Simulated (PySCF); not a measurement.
## From computed data to an observable: entropy of an ideal gas

CHF3, SMILES FC(F)F.

Coordinates come from a PBE-D3(BJ)/def2-TZVP optimisation.

PBE-D3(BJ)/def2-TZVP in PySCF 2.14.0 gives the harmonic wavenumbers 482, 482, 669, 1092, 1092, 1094, 1328, 1328, 3031 cm⁻¹ and the rotational temperatures 0.4843, 0.4843, 0.2655 K. The molar mass is 70.01 g/mol, the symmetry number 3, the spin multiplicity 1.

Problem. Work out the entropy at 298.15 K and 1 atm in the rigid-rotor, harmonic-oscillator model.

Solution. 
Translation (Sackur–Tetrode at 1 atm): S = R[1.5 ln M + 2.5 ln T − 1.16487] = 161.7 J/(mol K).
Rotation: q = (√π/σ) T^1.5/√(θA θB θC) = 12200, S = R[ln q + 3/2] = 90.7 J/(mol K).
Vibration: with u = 1.4388 ν/T, each mode gives R[u/(e^u − 1) − ln(1 − e^−u)]:
| ν (cm⁻¹) | modes | u | S (J/(mol K)) |
|---|---|---|---|
| 482 | 2 | 2.33 | 5.90 |
| 669 | 1 | 3.23 | 1.44 |
| 1092 | 2 | 5.27 | 0.54 |
| 1094 | 1 | 5.28 | 0.27 |
| 1328 | 2 | 6.41 | 0.20 |
The stiffer modes add less than 0.005 each. Sum 8.4 J/(mol K).
Spin: R ln 1 = 0.0 J/(mol K).
Total 260.8 J/(mol K); the program's own thermochemistry gives 260.8. Translation makes up 62 % and vibration 3 %. Anharmonicity, hindered rotation and orbital degeneracy are left out.
